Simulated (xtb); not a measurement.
formaldehyde (CH2O), SMILES C=O. All values are semi-empirical tight-binding results from xtb (GFN2-xTB unless named), good for trends rather than for accurate numbers. The structure is a stationary point at GFN2-xTB.

Optimised geometry:

Bonded distances (Å): C1–O2 1.192, C1–H3 1.103, C1–H4 1.103. Bond angles (°): O2–C1–H3 122.8, O2–C1–H4 122.8, H3–C1–H4 114.4.

Computed properties:
```
Item                                            Result
---------------------------------------  -------------
point group as xtb finds it                        C2v
orbital gap                                    3.62 eV
dipole moment                                   2.33 D
zero-point energy                        16.0 kcal/mol
G − E(el) at 298.15 K (modified RRHO)     2.9 kcal/mol
static polarisability (D4 model)            18.8 bohr³
solvation energy, GFN2-xTB/ALPB(water)   -0.7 kcal/mol
solvation energy, GFN2-xTB/ALPB(ch2cl2)  -2.1 kcal/mol
```

Computed IR lines (harmonic; lines under 4 % of the strongest left out, lines within 3 cm⁻¹ merged):
ν (cm⁻¹): 1203 (m), 1807 (vs), 2793 (s), 2840 (s) (against the strongest line: vs over 80 %, s over 45 %, m over 15 %, w over 4 %, vw less)

Computed atomic charges and the Wiberg bond orders between heavy atoms:
charges (e) C1 0.18, O2 -0.27, H3 0.04, H4 0.04. Bond orders C1–O2 2.02.
